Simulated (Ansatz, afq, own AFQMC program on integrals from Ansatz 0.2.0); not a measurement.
CH₃N, singlet, reference energies and how methods fare

```xyz
5

N     0.0000    0.0582    0.5542
C     0.0000   -0.1584   -0.7297
H     0.0000    0.9667    1.0152
H     0.0000   -0.7270    1.1922
H     0.0000    0.8384   -1.2134
```

Geometry: a PBE0/def2-TZVP stationary point, not shown to be a minimum. Basis cc-pVDZ. Noble-gas cores (and the filled d shells of Ga–Kr and In–Xe) are frozen. Integrals, coupled cluster, full CI and functionals: Ansatz 0.2.0; the random walks run on the same integrals in our own AFQMC program. The CISD trial takes its coefficients from CCSD amplitudes. Released means that phaseless walkers are propagated on without the constraint, phases kept. Error bars are statistical, one sigma.

Best estimates are CCSD(T) at the basis-set limit (def2-TZVPP/QZVPP) plus the step from CCSD(T) to the highest rung at hand in cc-pVDZ, named in the table (released AFQMC can keep some 10 meV of bias). No zero-point, core-correlation or spin–orbit terms. Other levels are in cc-pVDZ, the functionals in def2-TZVP; a dash marks a level that is missing or breaks spin symmetry for a member.

Cautions: CH₃N (triplet): another spin lies lower; CH₃N⁺ (doublet): unrestricted determinant spin contaminated (⟨S²⟩ 0.87 against 0.75).

```tsv
process	B2PLYP (kcal/mol)
to charge +0, triplet (vertical)	54.1
to charge +1, doublet (vertical)	199.1
to free atoms	398.5
```

Q: From these values, estimate the best estimates.

A: 
```tsv
process	best estimate (kcal/mol)	highest rung
to charge +0, triplet (vertical)	55.3	CCSDT(Q)
to charge +1, doublet (vertical)	201.8	CCSDT(Q)
to free atoms	403.0	CCSDT(Q)
```

Errors against the best estimates in kcal/mol, in the same order:

```tsv
level	error, 1	error, 2	error, 3
MP2	-1.7	-10.2	-38.2
CCSD(T)	0.9	-11.6	-39.4
ph-AFQMC/CISD	1.2 ± 0.1	-11.7 ± 0.2	-38.9 ± 0.1
CCSD(T)/CBS	-0.2	0.3	-0.5
PBE	-3.5	-3.4	12.2
r2SCAN	-9.1	-6.1	-3.8
PBE0	-6.2	-3.5	-0.1
B3LYP	-1.8	0.4	2.5
wB97M-V	1.5	0.7	3.2
B2PLYP	-1.1	-2.7	-4.5
```

Cost at the first geometry (cards were shared with other jobs): PBE0/cc-pVDZ, 0.66 s on 1 thread of AMD EPYC 7R13 Processor (Zen 3), with other jobs on the host; RCCSD(T)/cc-pVDZ, 1.4 s on 1 × NVIDIA H100 80GB HBM3 with 1 thread of AMD EPYC 7R13 Processor (Zen 3), on a shared host; CCSD(T)/def2-QZVPP, 2 s on 1 × NVIDIA H100 80GB HBM3 with 1 thread of AMD EPYC 7R13 Processor (Zen 3) (shared host); CCSDT(Q), 1.7 s on 1 × NVIDIA H100 80GB HBM3 with 1 thread of AMD EPYC 7R13 Processor (Zen 3), on a shared host; ph-AFQMC/CISD with release, 34 s on 1 × NVIDIA H100 80GB HBM3 with 2 threads of AMD EPYC 7R13 Processor (Zen 3) (shared host).

Best estimates are given only where the step beyond CCSD(T) is under 0.3 eV and no member's determinant is very poor (T1 over 0.05, or 0.07 for open shells, ⟨S²⟩ too high by 0.3, two states mixed), so the hardest cases are missing from such tables.

The functionals ran in a triple-zeta set and keep a basis error of their own, a few kJ/mol for each bond in atomization energies and more for double hybrids, so close places among them and the extrapolated levels can swap.

CCSDT and higher add their correlation energy to the determinant of the CCSD(T) run, since their own runs factorise the integrals more tightly (a shift of under 2 meV). Where the cautions show a poor determinant, the low rows tell how each method copes with it, not its usual error. Each member of a difference takes its own highest rung, so a best estimate needn't equal the limit plus the step of one row. A walk keeps the symmetry of its determinant, which the program's search chose and which needn't be the lowest solution, so a lower state of the same spin and another symmetry isn't excluded.
